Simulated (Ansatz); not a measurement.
System: rock-salt BaTe. Method: revPBE (PAW; Ansatz, a first-principles code).

Run with plane-wave cutoff 520 eV, 8×8×8 k mesh, Fermi–Dirac smearing 0.01 eV, scalar-relativistic PAW data made under PBE.

The volume scan:

```
V (Å³/atom)  E − E_lowest (meV/atom)
-----------  -----------------------
42.791                         14.73
43.701                          6.29
44.612                          1.50
45.522                          0.00
46.432                          1.45
47.343                          5.54
48.253                         12.02
```

Task: What bulk modulus B0 and pressure derivative B′ does a third-order Birch–Murnaghan fit give?

Result: V0 = 45.514 Å³/atom, B0 = 25.9 GPa, B′ = 4.4 (fit to the energies at full precision).

Measured, for comparison: equilibrium volume per atom 43.00 Å³/atom (room temperature, no zero-point or thermal correction; as tabulated in Lucero et al. (2012), arXiv:1111.4515). Computed (rounded) less measured: equilibrium volume per atom +5.8 %.

Spin–orbit coupling is not included.

The computed numbers hold no vibrational or temperature effects.

Cost on a shared machine: very roughly 30 core-seconds.
